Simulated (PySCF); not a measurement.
PySCF 2.14 calculation with PBE0/pcSseg-1 with gauge-including orbitals and coordinates at the GFN2-xTB level; non-relativistic Hamiltonian, averaged over atoms made equivalent by symmetry, fast rotation or ring inversion, no solvent model, one conformer.

δ = σ(ref) − σ, references computed at the same level: ¹H, ¹³C vs TMS. Shifts are as computed. Against solution values, carbons near 30 ppm lie about +3 ppm off and those near 130 ppm about +5 ppm; carbons on Cl a further +6 ppm. Of 1211 compounds with measured shifts, 218 miss one by over three times the rms of a fit or turn the order of signals round; such compounds aren't used in these exercises. Carbons bonded to Cl come out too deshielded. OH and NH positions are gas-phase values without hydrogen bonding to other molecules.

Problem. Order these molecules by the shift of their most deshielded carbon-bound hydrogen, lowest δ first.
A. C#C/C=C/C#N
B. C=C[C@](F)(C(=O)Cl)C(C)C
C. CC#CP1(=O)CCOCC1

Solution. C (4.33 ppm, hydrogen on an sp3 CH2 bonded to O), B (6.06 ppm, hydrogen on a terminal =CH2 carbon), A (6.60 ppm, hydrogen on an alkene CH).

Problem. How many ¹³C and ¹H signals does each give (equivalence by symmetry and fast rotation, but not about amide C–N or C=N bonds)? `OCC(F)(F)F`, `C#C/C=C/C#N`, `C=C[C@](F)(C(=O)Cl)C(C)C`, `CC#CP1(=O)CCOCC1`

Solution. OCC(F)(F)F: 2 C, 2 H; C#C/C=C/C#N: 5 C, 3 H; C=C[C@](F)(C(=O)Cl)C(C)C: 7 C, 6 H; CC#CP1(=O)CCOCC1: 5 C, 5 H.
